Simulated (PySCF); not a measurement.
The numbers are results of PBE-D3(BJ)/def2-TZVP // r2SCAN-D4/def2-TZVP (PySCF), not measurements. Isolated molecules, 0 K electronic values unless said otherwise. Delta-SCF ions had no search for a lower state. Excitations are Tamm–Dancoff values on a coarser integration grid. The basis has no diffuse functions, so Rydberg states are missing or too high.

Reference species (SMILES): `C1CC=1` (neutral, multiplicity 1).

The HOMO is -6.09 eV, the S1 oscillator strength is 0.002 and the vertical ionisation energy (Delta-SCF) is 9.71 eV. The S1 excitation (TDA) comes out as 6.34 eV.

Changed species: `C#CC`.

Question: Give the shifts of the HOMO, S1 oscillator strength, vertical ionisation energy (Delta-SCF) and S1 excitation (TDA).

Answer: the HOMO drops by 0.38 eV, to -6.47 eV; the S1 oscillator strength is nearly the same; the vertical ionisation energy (Delta-SCF) goes up by 0.51 eV, to 10.22 eV; the S1 excitation (TDA) rises by 0.38 eV, to 6.72 eV.
